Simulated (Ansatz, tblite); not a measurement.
# The cluster SiS3−: one state, many levels

Aim: run the doublet of the cluster SiS3− at one geometry on many levels, and compare frontier levels, spin and run time.

The runs use Ansatz 0.2.0, Gaussian basis; as each input shows.

The runs, in order: GFN1-xTB, GFN2-xTB, PBE-D4/def2-TZVPD, r2SCAN-D4/def2-TZVPD, LC-ωPBE/def2-TZVPD, BHLYP-D4/def2-TZVPD, r2SCAN0-D4/def2-TZVPD, LDA/def2-TZVPD, B97M-V/def2-TZVPD, PBE-D4/def2-SVPD, PBE0-D4/def2-SVPD, HF/6-31G, B3LYP-D4/6-31G, CCSD(T)/def2-TZVPD, RPA/def2-TZVPD.

### 1 The structure

The geometry is that of the doublet, from an earlier relaxation (PBE-D4/def2-TZVPD). At that level it is the lowest of the isomers that a small search found.

4 atoms, charge -1, spin multiplicity 2.

Bond lengths: Si1–S2 2.033 Å, Si1–S3 2.033 Å, Si1–S4 2.033 Å. Angles: S2–Si1–S3 120.0°, S2–Si1–S4 120.0°, S3–Si1–S4 120.0°.

The ion is computed in the gas phase, without counter-ions or solvent.

PBE0-D4/def2-TZVPD was run before; its log isn't repeated, and its numbers join the tables.

### 2 GFN1-xTB

Tight binding, by tblite at 300 K electronic temperature and without a spin-polarisation term:

```python
tblite.interface.Calculator('GFN1-xTB', numbers, positions, charge=-1, uhf=1).singlepoint()
```

Energy -361.1353 eV; 0.006 s.

### 3 GFN2-xTB

Tight binding, by tblite at 300 K electronic temperature and without a spin-polarisation term:

```python
tblite.interface.Calculator('GFN2-xTB', numbers, positions, charge=-1, uhf=1).singlepoint()
```

Energy -320.7526 eV; 0.009 s.

### 4 PBE-D4/def2-TZVPD

start.molden holds the orbitals of an earlier run on this state, given as this run's starting guess.

Input file in.yaml:

```yaml
crystal:
  periodic: [false, false, false]
  atoms:
    - {symbol: Si, position_ang: [-0.000013, -0.000009, 0.000049]}
    - {symbol: S, position_ang: [-1.249703, -1.016122, 1.241229]}
    - {symbol: S, position_ang: [1.520848, 1.107268, 0.771908]}
    - {symbol: S, position_ang: [-0.271131, -0.091137, -2.013186]}
basis:
  gaussian: {orbitals: def2-TZVPD, initial_orbitals: start.molden}
total_charge: -1
magnetization: {spin_polarized: true, initial_magnetization: 1}
hamiltonian: {xc: pbe, dispersion: d4}
scf: {omitted_lower_state_checks: [starts]}
output: {orbitals: {seedname: orbitals}}
```

The run is started by

```
ansatz run in.yaml --threads 4 --pin off --events-out ev --progress --plain --max-ram 3916MiB
```

Further steps of the session: r2SCAN-D4/def2-TZVPD; LC-ωPBE/def2-TZVPD; BHLYP-D4/def2-TZVPD; r2SCAN0-D4/def2-TZVPD; LDA/def2-TZVPD; B97M-V/def2-TZVPD; PBE-D4/def2-SVPD; PBE0-D4/def2-SVPD; HF/6-31G; B3LYP-D4/6-31G; CCSD(T)/def2-TZVPD; RPA/def2-TZVPD.

**Question.** What will the summary of the whole plan be? Wanted: gap in def2-TZVPD, named functionals, smallest and largest; correlation energy, CCSD(T)/def2-TZVPD; ⟨S²⟩ in def2-TZVPD, named functionals, smallest and largest; PBE0 total energy, smallest basis above largest.

As calculated:

| quantity | value |
| --- | --- |
| gap in def2-TZVPD, named functionals, smallest and largest | 0.48 eV (LDA), 5.66 eV (LC-ωPBE) |
| correlation energy, CCSD(T)/def2-TZVPD | -18.78 eV |
| ⟨S²⟩ in def2-TZVPD, named functionals, smallest and largest | 0.752, 0.771 |
| PBE0 total energy, smallest basis above largest | 13.48 eV (def2-SVPD, def2-TZVPD) |

In words: Over the named functionals in def2-TZVPD the gap runs from 0.48 eV (LDA) to 5.66 eV (LC-ωPBE); exact exchange widens it. Over the named functionals in def2-TZVPD spin contamination reaches 0.02 (LC-ωPBE), which is small. Notes on CCSD(T)/def2-TZVPD: large T1 diagnostic.
